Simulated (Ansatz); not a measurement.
SiCl, quartet along the distance Si1-Cl2

Starting geometry (PBE0/def2-TZVP stationary point for this spin):

```yaml
atoms:
  - { symbol: Si, position_ang: [0.0000, 0.0000, 0.0000] }
  - { symbol: Cl, position_ang: [0.0000, 0.0000, 2.0579] }
```

From there Cl2 moves along the line of the two atoms named below, all else staying in place; atoms are numbered as listed. Energies are in kcal/mol, counted from the starting geometry at the same level.

Basis 6-31G; Ansatz 0.2.0. Only valence electrons are correlated (noble-gas cores frozen). Prefix R: restricted or restricted open-shell reference; prefix U: unrestricted.

Coupled cluster chose its determinant by trial CCSD, here up to 0.06 eV above the lowest Hartree–Fock solution of its kind, and MP2 stands on that determinant too. The reference follows the lowest state, whose symmetry changes along the scan.

Full CI is exact within this basis and frozen core; it isn't the basis-set limit. The frozen core follows each run's orbitals, which can shift R against U totals by a few meV.

| distance Si1-Cl2 (Å) | UMP2 |
| --- | --- |
| 1.656 | 107.5 |
| 1.866 | 26.3 |
| 2.058 | 0.0 |
| 2.305 | -4.2 |
| 2.458 | 1.0 |
| 2.897 | 8.2 |
| 3.239 | 5.6 |
| 3.886 | 5.1 |
| 4.472 | 5.5 |
| 5.514 | 5.8 |
| 7.028 | 5.9 |

Question: Estimate the full CI curve in 6-31G from this one, knowing how UMP2 errs.

Answer: The computed full CI values, in kcal/mol from the starting point, and the error of UMP2 against them:
```tsv
distance Si1-Cl2 (Å)	full CI	UMP2 less full CI
1.656	108.9	-1.5
1.866	27.1	-0.8
2.058	0.0	0.0
2.305	-6.1	1.9
2.458	-3.6	4.6
2.897	4.3	3.9
3.239	3.6	1.9
3.886	3.3	1.9
4.472	3.7	1.8
5.514	4.0	1.7
7.028	4.2	1.7
```

The error spans 6.1 kcal/mol and is largest, 4.6 kcal/mol, at 2.458 Å.
